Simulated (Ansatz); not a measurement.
Geometry optimisation, RKS r2SCAN-D4/def2-SVPD (Ansatz).

Input file:

```yaml
crystal:
  periodic: [false, false, false]
  atoms:
    - { symbol: H, position_ang: [-1.200863, -0.822616, 0.30616] }
    - { symbol: S, position_ang: [1.163623, -0.82, -0.902981] }
    - { symbol: C, position_ang: [0.299227, 0.267923, -0.052818] }
    - { symbol: H, position_ang: [0.637062, 1.291848, 0.158355] }
    - { symbol: O, position_ang: [-0.89915, 0.082946, 0.491184] }
basis:
  gaussian: { orbitals: def2-SVPD }
hamiltonian:
  xc: r2scan
  dispersion: d4
relax:
  f_tol: 0.03
  max_steps: 50
output:
  orbitals: {}
```

Launched with:

```bash
$ ansatz run input.yaml --threads 2 --pin off --max-ram 3072MiB --backend cpu --events-out ev --progress --plain --runs-dir out
```

Where does it end, and by what steps?

The forces met the threshold. After 4 steps the energy has fallen by 0.002 eV; H1 moved furthest, 0.02 Å.

```json
{"step": "0", "energy less start (eV)": "0.0000", "largest force component (eV/Å)": "0.117", "accepted": "yes"}
{"step": "1", "energy less start (eV)": "-0.0015", "largest force component (eV/Å)": "0.046", "accepted": "yes"}
{"step": "2", "energy less start (eV)": "-0.0016", "largest force component (eV/Å)": "0.111", "accepted": "yes"}
{"step": "3", "energy less start (eV)": "-0.0020", "largest force component (eV/Å)": "0.146", "accepted": "yes"}
{"step": "4", "energy less start (eV)": "-0.0023", "largest force component (eV/Å)": "0.002", "accepted": "yes"}
```

```xyz
5
Properties=species:S:1:pos:R:3
H -1.183 -0.829 0.295
S 1.148 -0.825 -0.897
C 0.295 0.274 -0.048
H 0.644 1.296 0.156
O -0.903 0.084 0.493
```

The run took 4.7 s on 2 threads of Intel(R) Xeon(R) 6975P-C (Granite Rapids) (shared host), peak memory 0.16 GiB.
